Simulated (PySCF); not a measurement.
Molecule: Nitrosyl fluoride (O=NF, FNO).

Cartesian coordinates in Å; atom numbers follow the order of the lines, from 1:
```xyz
3

O    -0.398    0.899   -0.289
N     0.455    0.176   -0.085
F    -0.055   -1.108    0.356
```

Spin–spin couplings on one PBE0-D3(BJ)/def2-SVP geometry, PySCF 2.14, gas phase, non-relativistic, equivalent pairs averaged; isotopes ¹⁵N, ¹⁹F, ¹⁷O; functional B3LYP.

Problem. How do the couplings (Hz) change with the basis set? Times are CPU seconds on 1 thread of an Intel Xeon 6975P-C, shared host. Far from the basis limit: pcJ-0, def2-TZVP.

Solution. 
```tsv
basis set	functions	¹J(N2,F3)	¹J(O1,N2)	²J(O1,F3)	core-s
pcJ-0	39	331.3	-80.7	327.4	0.68
def2-TZVP	93	249.6	-46.1	198.7	1.6
aug-cc-pVTZ-J	138	248.7	-43.1	182.8	2.8
pcJ-2	153	252.2	-44.6	194.7	3.1
```

The Fermi-contact term samples the wavefunction at the nucleus, which is why sets with added tight s functions (names with J) are made for couplings.
